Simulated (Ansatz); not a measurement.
# HO (quartet): the correlation ladder, cc-pVTZ

How much of the correlation energy of HO (quartet) does each wave-function method recover here?

Computed with Ansatz 0.2.0, Gaussian basis. Level: cc-pVTZ, core rule «outside noble gas», up to 1 orbitals frozen.

To be run: UHF; CCSD(T) on ROHF; CCSD(T) on UHF; BCCD(T) on ROHF; CISD; CCSDT(Q) on ROHF; CCSDT(Q) on UHF; CISDTQ; CCSDTQ on ROHF; CCSDTQ on UHF; CASSCF and MRCISD+Q, 7 electrons in 5 orbitals; CASSCF and MRCISD+Q(relaxed), 7 electrons in 5 orbitals; CASSCF and NEVPT2, 7 electrons in 5 orbitals; Full CI.

3 further runs of the same task are left out: 3 set aside as unsound or not needed.

**1. The geometry**

The geometry is a PBE0/def2-TZVP stationary point (not a proven minimum) of the parent state, kept for this charge and spin.

2 atoms, charge 0, spin multiplicity 4.

Atoms are counted from 1 here; the program's logs count them from 0.

Bond lengths: O1–H2 0.973 Å.

Geometry (Å):

```xyz
2
charge 0, multiplicity 4
O     0.0000    0.0000    0.0000
H     0.0000    0.0000    0.9731
```

**2. UHF**

in.yaml reads:

```yaml
crystal:
  periodic: [false, false, false]
  atoms:
    - {symbol: O, position_ang: [0.000000, 0.000000, 0.000000]}
    - {symbol: H, position_ang: [0.000000, 0.000000, 0.973108]}
basis:
  gaussian: {orbitals: cc-pVTZ}
magnetization: {spin_polarized: true, initial_magnetization: 3}
hamiltonian: {xc: hf}
output: {orbitals: {seedname: orbitals}}
```

Launch:

```bash
ansatz run in.yaml --threads 1 --pin off --events-out ev --progress --plain --max-ram 3956MiB --backend cpu
```

After this run come: CCSD(T) on ROHF; CCSD(T) on UHF; BCCD(T) on ROHF; CISD; CCSDT(Q) on ROHF; CCSDT(Q) on UHF; CISDTQ; CCSDTQ on ROHF; CCSDTQ on UHF; CASSCF and MRCISD+Q, 7 electrons in 5 orbitals; CASSCF and MRCISD+Q(relaxed), 7 electrons in 5 orbitals; CASSCF and NEVPT2, 7 electrons in 5 orbitals; Full CI.

Q: Predict the results of all the runs planned. Wanted: FCI below the RHF energy; RMP2 from FCI; UMP2 from FCI; RCCSD from FCI; RCCSD(T) from FCI; UCCSD(T) from FCI; RCCSDT(Q) from FCI; UCCSDT(Q) from FCI; NEVPT2 valence from FCI.

As calculated:

| quantity | value |
| --- | --- |
| FCI below the RHF energy | -4.9434 eV |
| RMP2 from FCI | +565.0 meV |
| UMP2 from FCI | +589.2 meV |
| RCCSD from FCI | +105.4 meV |
| RCCSD(T) from FCI | +10.1 meV |
| UCCSD(T) from FCI | +7.7 meV |
| RCCSDT(Q) from FCI | -0.8 meV |
| UCCSDT(Q) from FCI | -3.5 meV |
| NEVPT2 valence from FCI | +867.3 meV |
| MRCISD+Q valence from FCI | +21.4 meV |
| MRCISD+Q(relaxed) valence from FCI | +19.5 meV |
| levels within 1 kcal/mol (43 meV) | RCCSD(T), UCCSD(T), BCCD(T), RCCSDT, UCCSDT, CISDTQ, RCCSDT(Q), UCCSDT(Q), RCCSDTQ, UCCSDTQ, MRCISD+Q valence, MRCISD+Q(relaxed) valence |
| T1 diagnostic | 0.014 |
| effectively unpaired electrons | 3.01 |

What this shows: RCCSD(T) misses by +10.1 meV, 0.2 % of the correlation energy. UCCSDT(Q), UCCSDTQ fall below full CI: unrestricted runs freeze a spin-polarised core, another one than full CI's, and coupled cluster isn't variational. One determinant dominates. Of the multireference levels listed MRCISD+Q(relaxed) valence comes nearest in total energy (+19.5 meV), which doesn't show that its space is the better one. These misses are within one basis, not against nature; the frozen cores of restricted and unrestricted runs differ, which can shift their rows.
